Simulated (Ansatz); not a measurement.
We consider rock-salt MgO, described by G0W0@HSE06 (Ansatz, an electronic-structure program, hard PAW, contour deformation).

The cell has the measured lattice parameters. Conventional cell: a = 4.2070 Å, b = 4.2070 Å, c = 4.2070 Å, α = 90.00°, β = 90.00°, γ = 90.00°.

The quasiparticle gap at Γ at a fixed k mesh 2×2×2:

| response cutoff | value (eV) |
|---|---|
| 250 eV, 307 empty bands | 7.713 |
| 300 eV, 403 empty bands | 7.755 |
| 400 eV, 621 empty bands | 7.799 |
| 500 eV, 868 empty bands | 7.820 |

Question: Taking the value to converge with the response cutoff E as E^(−3/2), extrapolate from the last two rows.

Answer: With y = y∞ + c/w and weights w = 8000 and 11180 for the last two rows, y∞ = (w2 y2 − w1 y1)/(w2 − w1) = (11180 × 7.820 − 8000 × 7.799)/3180 = 7.873 eV, which lies 0.053 beyond the last row. Successive pairs of rows give 7.889, 7.881, 7.873. The limit also hangs on the law assumed, so its last digits aren't firm.

The other settings are not extrapolated, so this is the limit in one setting alone.

Note: GW on a hybrid start was not checked against another program.
